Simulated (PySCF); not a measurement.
## Al: ionisation energy

Al [Ne] 3s2 3p1 (2P) → Al⁺ [Ne] 3s2 (1S), as a difference of total energies. Calculation: PySCF 2.14, in def2-QZVPPD (10s6p5d2f1g, 76 functions); no relativity, point nucleus. Correlated levels: valence: [Ne] frozen; valence and next inner shell: 1s2 frozen. The calculations carry no spin-orbit coupling.

| method | ionisation energy (eV) |
| --- | --- |
| UHF | 5.609 |
| LDA | 6.036 |
| PBE | 6.078 |
| PBE0 | 6.098 |
| r2SCAN | 6.174 |
| B3LYP | 6.025 |
| wB97X-V | 5.939 |
| wB97X | 5.950 |
| BHandHLYP | 5.903 |
| MP2 (valence) | 5.852 |
| SCS-MP2 (valence) | 5.838 |
| MP2 (valence and next inner shell) | 5.825 |
| SCS-MP2 (valence and next inner shell) | 5.816 |

How much does correlation contribute at MP2 (valence and next inner shell)?

5.825 − (5.609) = 0.216 eV, measured against UHF.

Errors of the correlated levels include the incompleteness of this basis and the frozen core.

For comparison: 5.977 eV (measured; NIST levels, between the centres of gravity of the two terms).
